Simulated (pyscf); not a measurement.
Optimised with ωB97X-D3(BJ)/def2-SVP in PySCF.

Problem. Estimate by transition-state theory the rate constant of O=Cr(=O)(Cl)–Cl + H₂ -> O=CrH(=O)–Cl + HCl (singlet surface; Cl–Cr, H–H broken, Cr–H, Cl–H formed) at 1200 K, with ωB97M-D3(BJ)/def2-TZVP energies (ideal gas, 1 atm, RRHO with modes under 100 cm⁻¹ raised to 100, one conformer, R ln 2 for chiral ones without a mode under 150 cm⁻¹; no tunnelling).

Solution. The electronic barrier is 33.1 kcal/mol and the thermal terms add +35.2, so ΔG‡ = 68.3 kcal/mol. With k_BT/h = 2.50e+13 s⁻¹ and RT = 2.385 kcal/mol, and a volume of 1.64e-19 cm³ per molecule at 1 atm, k = 1.5e-18 cm³ molecule⁻¹ s⁻¹. Wigner's tunnelling factor for 697i cm⁻¹ would be 1.03. A shift of 1 kcal/mol in the barrier changes k by a factor 1.5. O=CrH(=O)–Cl lies 48.9 kcal/mol over its isomer O=Cr(OH)–Cl [triplet] (electronic energy, ωB97M-D3(BJ)/def2-TZVP). One saddle was located; it need not be the lowest between these sides.
